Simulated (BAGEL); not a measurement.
**singlet SiNH4O+: a chain of runs**

Aim: a single-point energy (singlet SiNH4O+, HF/cc-pVDZ), then the energy (doublet SiNH4O, NEVPT2(3,3)/cc-pVDZ), then a single-point energy (doublet SiNH4O, CASPT2(3,3)/cc-pVDZ) of H4NOSi. 

Program for the calculation: BAGEL 1.2.2.

3 further runs of the same task are left out: 3 set aside as unsound or not needed.

## Step 1: The structure to begin with

SiNH4O+ has 7 atoms, charge +1, and is taken as a singlet. As SMILES of the parent species, `N[SiH]O`. The O3–H7 distance was set to 1.538 Å, away from the relaxed value. That shape belongs to the parent species and isn't relaxed for this state. At this shape a bond of the SMILES string is far longer than usual.

Bond lengths: N1–Si2 1.723 Å, Si2–O3 1.649 Å, N1–H4 1.008 Å, N1–H5 1.009 Å, Si2–H6 1.500 Å. Angles: N1–Si2–O3 109.4°, N1–Si2–H6 104.3°, O3–Si2–H6 112.7°, Si2–N1–H4 120.5°, Si2–N1–H5 118.7°, H4–N1–H5 110.8°. A long bond or contact: O3–H7 1.538 Å.

## Step 2: The energy at HF/cc-pVDZ (density fitting with svp-jkfit) (run 1)

hf.json reads:

```json
{ "bagel" : [

{
  "title" : "molecule",
  "basis" : "cc-pvdz.json",
  "df_basis" : "svp-jkfit",
  "angstrom" : "true",
  "geometry" : [
    { "atom" : "N", "xyz" : [      -0.609703,       0.914289,      -0.137633 ] },
    { "atom" : "Si", "xyz" : [       0.378297,       0.524989,       1.218867 ] },
    { "atom" : "O", "xyz" : [       1.708097,      -0.306411,       0.707867 ] },
    { "atom" : "H", "xyz" : [      -0.270703,       1.534089,      -0.857233 ] },
    { "atom" : "H", "xyz" : [      -1.600603,       1.039189,       0.004667 ] },
    { "atom" : "H", "xyz" : [      -0.513903,      -0.295911,       2.102267 ] },
    { "atom" : "H", "xyz" : [       1.480900,      -1.282400,      -0.459000 ] }
  ]
},

{ "title" : "hf", "charge" : 1 },

{ "title" : "print", "file" : "orbitals.molden", "orbitals" : "true" }

]}
```

The basis set cc-pVDZ is read from a file made from the Basis Set Exchange's data (not shown).

On the command line:

```console
BAGEL_NUM_THREADS=1 BAGEL hf.json > hf.out
```

The log of the run:

```text
* using 1 threads per process

  ===============================================================
  ===============================================================

  *** Geometry ***

  { "atom" : "N", "xyz" : [     -1.152172,      1.727756,     -0.260089 ] },
  { "atom" : "Si", "xyz" : [      0.714878,      0.992085,      2.303325 ] },
  { "atom" : "O", "xyz" : [      3.227836,     -0.579033,      1.337675 ] },
  { "atom" : "H", "xyz" : [     -0.511555,      2.899008,     -1.619936 ] },
  { "atom" : "H", "xyz" : [     -3.024701,      1.963783,      0.008819 ] },
  { "atom" : "H", "xyz" : [     -0.971136,     -0.559191,      3.972709 ] },
  { "atom" : "H", "xyz" : [      2.798495,     -2.423385,     -0.867384 ] },

  Number of auxiliary basis functions:      354

  Since a DF basis is specified, we compute 2- and 3-index integrals:
    o Being stored without compression. Storage requirement is 0.012 GB

  Number of basis functions:       66
  Number of electrons      :       33

    * METHOD: MOLECULE                             0.11

  *** RHF ***

  === Nuclear Repulsion ===
   108.7009444360

      * DIIS with orbital gradients will be used.

  === RHF iteration (cc-pvdz.json) ===
      0       -419.88200657          0.02463494           0.02
      1       -420.03195391          0.02049130           0.02
      2       -420.19659541          0.00244423           0.02
      3       -420.19910829          0.00126243           0.02
      4       -420.20002320          0.00037238           0.02
      5       -420.20012838          0.00012488           0.02
      6       -420.20014903          0.00005201           0.02
      7       -420.20015293          0.00001473           0.02
      8       -420.20015324          0.00000758           0.02
      9       -420.20015329          0.00000336           0.02
     10       -420.20015330          0.00000134           0.02
     11       -420.20015331          0.00000064           0.02
     12       -420.20015331          0.00000023           0.02
     13       -420.20015331          0.00000007           0.02
     14       -420.20015331          0.00000003           0.02
     15       -420.20015331          0.00000001           0.02
     16       -420.20015331          0.00000001           0.02
    * SCF iteration converged.

    * Permanent dipole moment:
           (    0.734315,    -0.335124,     0.201817) a.u.

    * METHOD: HF                                   0.49

    * METHOD: PRINT                                0.01

  ===============================================================
```

Wall time 0.77 s (1 thread of Arm Neoverse V1, shared host); peak memory 0.14 GiB.

## Step 3: Doublet neutral SiNH4O: a single-point energy at NEVPT2(3,3)/cc-pVDZ (density fitting with svp-jkfit) (run 2)

nevpt2.json reads:

```json
{ "bagel" : [

{
  "title" : "molecule",
  "basis" : "cc-pvdz.json",
  "df_basis" : "svp-jkfit",
  "angstrom" : true,
  "geometry" : [
    { "atom" : "N", "xyz" : [   -0.609703,    0.914289,   -0.137633 ] },
    { "atom" : "Si", "xyz" : [    0.378297,    0.524989,    1.218867 ] },
    { "atom" : "O", "xyz" : [    1.708097,   -0.306411,    0.707867 ] },
    { "atom" : "H", "xyz" : [   -0.270703,    1.534089,   -0.857233 ] },
    { "atom" : "H", "xyz" : [   -1.600603,    1.039189,    0.004667 ] },
    { "atom" : "H", "xyz" : [   -0.513903,   -0.295911,    2.102267 ] },
    { "atom" : "H", "xyz" : [    1.480900,   -1.282400,   -0.459000 ] }
  ]
},
{ "title" : "hf", "charge" : 1 },
{ "title" : "casscf", "nstate" : 1, "nact" : 3, "nclosed" : 15, "nspin" : 1, "active" : [12, 17, 18], "maxiter" : 200, "natocc" : true },
{
  "title" : "nevpt2",
  "nstate" : 1,
  "nact" : 3,
  "nclosed" : 15,
  "nspin" : 1,
  "active" : [12, 17, 18],
  "maxiter" : 200,
  "natocc" : true,
  "ncore" : 7
},
{ "title" : "print", "file" : "orbitals.molden", "orbitals" : true }

]}
```

The basis set cc-pVDZ is read from a file made from the Basis Set Exchange's data (not shown).

On the command line:

```console
BAGEL_NUM_THREADS=1 BAGEL nevpt2.json > nevpt2.out
```

The log of the run:

```text
* using 1 threads per process

  ===============================================================
  ===============================================================

  *** Geometry ***

  { "atom" : "N", "xyz" : [     -1.152172,      1.727756,     -0.260089 ] },
  { "atom" : "Si", "xyz" : [      0.714878,      0.992085,      2.303325 ] },
  { "atom" : "O", "xyz" : [      3.227836,     -0.579033,      1.337675 ] },
  { "atom" : "H", "xyz" : [     -0.511555,      2.899008,     -1.619936 ] },
  { "atom" : "H", "xyz" : [     -3.024701,      1.963783,      0.008819 ] },
  { "atom" : "H", "xyz" : [     -0.971136,     -0.559191,      3.972709 ] },
  { "atom" : "H", "xyz" : [      2.798495,     -2.423385,     -0.867384 ] },

  Number of auxiliary basis functions:      354

[... 21 lines left out ...]
    * SCF iteration converged.
[... 1 line left out ...]
    * Permanent dipole moment:
[... 28 lines left out ...]
    * Second-order optimization converged. *
[... 11 lines left out ...]
     * ci vector, state   0, <S^2> = 0.7500
       2a.    -0.9584696391
       .a2    -0.2501858302
       aba     0.0859916698
       a.2    -0.0624499152
       .2a     0.0540823198

    * METHOD: CASSCF                               2.28

    * freezing 7 orbitals

  === DF-NEVPT2 calculation ===

    * 3-index integral transformation done
    * assembly done

      NEVPT2 correlation energy:   -0.4174070584      0.08

          (+0)     -0.3076789218
          (+0)'    -0.0334468366
          (+1)     -0.0175608087
          (+1)'    -0.0006777166
          (+2)     -0.0007602361
          (-1)     -0.0509130117
          (-1)'    -0.0020423760
          (-2)     -0.0043271510

      NEVPT2 total energy:       -420.9400446484

    * METHOD: NEVPT2                               0.14

    * METHOD: PRINT                                0.01

  ===============================================================
```

It took 3.3 s on 1 thread of Arm Neoverse V1, shared host; peak memory 0.14 GiB.

## Step 4: Doublet neutral SiNH4O: the energy at CASPT2(3,3)/cc-pVDZ (density fitting with svp-jkfit) (run 3)

input.json reads:

```json
{ "bagel" : [

{
  "title" : "molecule",
  "basis" : "cc-pvdz.json",
  "df_basis" : "svp-jkfit",
  "angstrom" : "true",
  "geometry" : [
    { "atom" : "N", "xyz" : [   -0.609703,    0.914289,   -0.137633 ] },
    { "atom" : "Si", "xyz" : [    0.378297,    0.524989,    1.218867 ] },
    { "atom" : "O", "xyz" : [    1.708097,   -0.306411,    0.707867 ] },
    { "atom" : "H", "xyz" : [   -0.270703,    1.534089,   -0.857233 ] },
    { "atom" : "H", "xyz" : [   -1.600603,    1.039189,    0.004667 ] },
    { "atom" : "H", "xyz" : [   -0.513903,   -0.295911,    2.102267 ] },
    { "atom" : "H", "xyz" : [    1.480900,   -1.282400,   -0.459000 ] }
  ]
},
{
  "title" : "hf",
  "charge" : 1
},
{
  "title" : "casscf",
  "nstate" : 1,
  "nact" : 3,
  "nclosed" : 15,
  "nspin" : 1,
  "active" : [12, 17, 18],
  "maxiter" : 200,
  "natocc" : "true"
},
{
  "title" : "print",
  "file" : "orbitals.molden",
  "orbitals" : "true"
},
{
  "title" : "smith",
  "method" : "caspt2",
  "ms" : "true",
  "xms" : "true",
  "sssr" : "true",
  "shift" : 0.2,
  "shift_imag" : "true",
  "ncore" : 7
}

]}
```

The basis set cc-pVDZ is read from a file made from the Basis Set Exchange's data (not shown).

On the command line:

```console
BAGEL_NUM_THREADS=1 BAGEL input.json > input.out
```

The log of the run:

```text
* using 1 threads per process

  ===============================================================
  ===============================================================

  *** Geometry ***

  { "atom" : "N", "xyz" : [     -1.152172,      1.727756,     -0.260089 ] },
  { "atom" : "Si", "xyz" : [      0.714878,      0.992085,      2.303325 ] },
  { "atom" : "O", "xyz" : [      3.227836,     -0.579033,      1.337675 ] },
  { "atom" : "H", "xyz" : [     -0.511555,      2.899008,     -1.619936 ] },
  { "atom" : "H", "xyz" : [     -3.024701,      1.963783,      0.008819 ] },
  { "atom" : "H", "xyz" : [     -0.971136,     -0.559191,      3.972709 ] },
  { "atom" : "H", "xyz" : [      2.798495,     -2.423385,     -0.867384 ] },

  Number of auxiliary basis functions:      354

[... 21 lines left out ...]
    * SCF iteration converged.
[... 1 line left out ...]
    * Permanent dipole moment:
[... 28 lines left out ...]
    * Second-order optimization converged. *
[... 11 lines left out ...]
     * ci vector, state   0, <S^2> = 0.7500
[... 19 lines left out ...]
    * Zeroth order energy : state  0       -0.9987917125
[... 4 lines left out ...]
       #      aibj      arbs      arbi      airj      risj      airs      arst      rist         Etot      error   time
[... 2 lines left out ...]
       0  -0.30677  -0.00521  -0.05293  -0.01881  -0.00099  -0.03221  -0.00222  -0.00078   -0.4199077  0.0015888   0.04
       1  -0.30685  -0.00523  -0.05304  -0.01887  -0.00102  -0.03253  -0.00226  -0.00081   -0.4206197  0.0001935   0.03
       2  -0.30686  -0.00523  -0.05303  -0.01887  -0.00102  -0.03255  -0.00227  -0.00081   -0.4206345  0.0000357   0.03
       3  -0.30686  -0.00523  -0.05303  -0.01887  -0.00102  -0.03255  -0.00227  -0.00082   -0.4206350  0.0000061   0.03
       4  -0.30686  -0.00523  -0.05303  -0.01887  -0.00102  -0.03255  -0.00227  -0.00082   -0.4206350  0.0000012   0.04
       5  -0.30686  -0.00523  -0.05303  -0.01887  -0.00102  -0.03255  -0.00227  -0.00082   -0.4206350  0.0000002   0.04

      ------------------------------------------------------------------------------------------------------------------

    * CASPT2 energy : state  0     -420.9455021942
        w/o shift correction       -420.9432725603
        reference weight              0.8802702844

    * METHOD: SMITH                                0.31

  ===============================================================
```

It took 3.3 s on 1 thread of Arm Neoverse V1, shared host; peak memory 0.14 GiB.

## Step 5: Outcome

```
                                   quantity          value
            run 1, HF/cc-pVDZ: total energy  -420.20015 Eh
             run 1, HF/cc-pVDZ: HOMO energy      -17.54 eV
             run 1, HF/cc-pVDZ: LUMO energy       -6.56 eV
           run 1, HF/cc-pVDZ: HOMO–LUMO gap       10.98 eV
doublet neutral SiNH4O, run 2: total energy  -420.94004 Eh
doublet neutral SiNH4O, run 3: total energy  -420.94550 Eh
```
